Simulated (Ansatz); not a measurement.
# SiPN+ (doublet): the correlation ladder, def2-QZVPP

An exercise on one series of results from a longer session: the logs are not shown, and one member is left open.

The runs use Ansatz 0.2.0, Gaussian basis; def2-QZVPP, core rule «outside noble gas», up to 11 orbitals frozen.

The runs, in order: UHF; ROHF; CCSD(T) on UHF.

2 further runs of the same task are left out: 2 set aside as unsound or not needed.

### The system

The geometry is a PBE0/def2-TZVP stationary point (not a proven minimum) of the parent state, kept for this charge and spin.

3 atoms, charge 1, spin multiplicity 2.

Atoms are counted from 1 here; the program's logs count them from 0.

Bond lengths: P1–N2 1.566 Å, N2–Si3 1.632 Å. Angles: P1–N2–Si3 180.0°.

Geometry (Å):

```
P     0.0000    0.0000    1.5882
N     0.0000    0.0000    0.0219
Si    0.0000    0.0000   -1.6101
```

Set-up of the first run:

in.yaml

```yaml
crystal:
  periodic: [false, false, false]
  atoms:
    - {symbol: P, position_ang: [0.000000, 0.000000, 1.588200]}
    - {symbol: N, position_ang: [0.000000, 0.000000, 0.021900]}
    - {symbol: Si, position_ang: [0.000000, 0.000000, -1.610100]}
basis:
  gaussian: {orbitals: "def2-QZVPP.json"}
total_charge: 1
magnetization: {spin_polarized: true, initial_magnetization: 1}
hamiltonian: {xc: hf}
output: {orbitals: {seedname: orbitals}}
```

Run with:

```
> ansatz run in.yaml --threads 1 --pin off --events-out ev --progress --plain --max-ram 2393MiB
```

Among the steps run: UHF; ROHF; CCSD(T) on UHF.

One table of the session follows, with a row left open; its other results are not shown here.

| method | from UCCSD(T) (kJ/mol) |
| --- | --- |
| ROHF | ? |
| UHF | +1169.3 |
| UMP2 | +117.5 |
| UCCSD | +66.2 |
| UCCSD(T) | 0 |

Q: Estimate the row for ROHF from the others.

**Answer.** from UCCSD(T) (kJ/mol): +1186.1. In the column «from UCCSD(T) (kJ/mol)» it is the highest.
